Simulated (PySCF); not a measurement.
BH2 (doublet state).
SMILES: `[BH2]`

Method: PBE0-D3(BJ)/def2-SVP geometry optimisation, gas phase in PySCF 2.14.0.

Masses are those of the commonest isotopes; rigid-rotor values at the optimised geometry. 

Problem. What are A, B and C (MHz)?

Solution. Ia = 0.46, Ib = 2.39, Ic = 2.84 u·Å²; 505379 MHz·u·Å²/I gives A = 1109221, B = 211726, C = 177790 MHz.

Problem. What kind of rotor is it?

Solution. A near-prolate asymmetric top; Ray's κ = -0.927.

Problem. Give the coordinates in the principal-axis frame, origin at the centre of mass.

Solution. The sense of each axis is arbitrary; atoms in the order of the calculation.
```json
{"atom": "B1", "mass (u)": "11.009", "a (Å)": "0.000", "b (Å)": "-0.080", "c (Å)": "0.000"}
{"atom": "H2", "mass (u)": "1.008", "a (Å)": "-1.088", "b (Å)": "0.437", "c (Å)": "0.000"}
{"atom": "H3", "mass (u)": "1.008", "a (Å)": "1.088", "b (Å)": "0.437", "c (Å)": "0.000"}
```

Problem. List the rotational levels J(Ka,Kc) to J = 5 (K).

Solution. Above 0(0,0), as E/k:
J = 1: 1(0,1) 18.694, 1(1,1) 61.767, 1(1,0) 63.395
J = 2: 2(0,2) 56.036, 2(1,2) 97.526, 2(1,1) 102.412, 2(2,1) 231.631, 2(2,0) 231.676
J = 3: 3(0,3) 111.937, 3(1,3) 151.136, 3(1,2) 160.908, 3(2,2) 287.712, 3(2,1) 287.938, 3(3,1) 507.176, 3(3,0) 507.177
J = 4: 4(0,4) 186.261, 4(1,4) 222.566, 4(1,3) 238.847, 4(2,3) 362.452, 4(2,2) 363.130, 4(3,2) 582.040, 4(3,1) 582.046, 4(4,1) 889.170, 4(4,0) 889.170
J = 5: 5(0,5) 278.834, 5(1,5) 311.773, 5(1,4) 336.181, 5(2,4) 455.821, 5(2,3) 457.394, 5(3,3) 675.657, 5(3,2) 675.679, 5(4,2) 982.740, 5(4,1) 982.740, 5(5,1) 1377.632, 5(5,0) 1377.632
Those of J = 1 are B + C, A + C and A + B.

Problem. Predict some low-J microwave lines.

Solution. The dipole components are |μa| = 0.00 D, |μb| = 0.51 D, |μc| = 0.00 D; the symmetry axis of this C2v structure is b, so μa and μc vanish by symmetry and there are no a-type or c-type lines. Some lines, for components of 0.1 D or more:

| type | branch | J(Ka,Kc) | MHz | lower level (cm⁻¹) |
| --- | --- | --- | --- | --- |
| b | R | 3(0,3) ← 2(1,2) | 300274 | 67.784 |
| b | Q | 1(1,0) ← 1(0,1) | 931431 | 12.993 |
| b | Q | 3(1,2) ← 3(0,3) | 1020389 | 77.800 |
| b | R | 5(0,5) ← 4(1,4) | 1172438 | 154.691 |
| b | R | 1(1,1) ← 0(0,0) | 1287011 | 0.000 |
| b | R | 3(1,3) ← 2(0,2) | 1981564 | 38.947 |
| b | R | 4(1,4) ← 3(0,3) | 2305140 | 77.800 |
| b | Q | 4(2,2) ← 4(1,3) | 2589624 | 166.007 |
| b | Q | 3(2,1) ← 3(1,2) | 2646894 | 111.836 |
| b | Q | 2(2,1) ← 2(1,2) | 2794292 | 67.784 |
| b | Q | 5(2,4) ← 5(1,5) | 3001461 | 216.693 |
| b | R | 2(2,1) ← 1(1,0) | 3505452 | 44.062 |
| b | R | 3(2,2) ← 2(1,1) | 3861032 | 71.180 |
| b | R | 3(2,1) ← 2(1,2) | 3967557 | 67.784 |
| b | R | 5(2,4) ← 4(1,3) | 4520992 | 166.007 |
| b | Q | 5(3,2) ← 5(2,3) | 4548321 | 317.905 |
| b | Q | 4(3,1) ← 4(2,2) | 4561468 | 252.388 |
| b | Q | 3(3,1) ← 3(2,2) | 4572894 | 199.970 |
| b | R | 5(2,3) ← 4(1,4) | 4893022 | 154.691 |
| b | R | 4(3,1) ← 3(2,2) | 6132914 | 199.970 |
| b | Q | 5(4,1) ← 5(3,2) | 6398113 | 469.620 |
| b | R | 4(4,0) ← 3(3,1) | 7959454 | 352.505 |
| b | Q | 5(5,0) ← 5(4,1) | 8228212 | 683.038 |
| b | Q | 5(5,1) ← 5(4,2) | 8228214 | 683.038 |
| b | R | 5(4,2) ← 4(3,1) | 8349114 | 404.542 |
| b | R | 5(5,1) ← 4(4,0) | 10177894 | 618.004 |

For this open shell read J as N, the rotation without spin; fine and hyperfine splittings come on top. No frequency check. ⟨S²⟩ = 0.751 (exact for a doublet: 0.75). No vibrational averaging or centrifugal distortion is included, and the geometry carries the error of its method. Quadrupole hyperfine structure (11B) is left out.
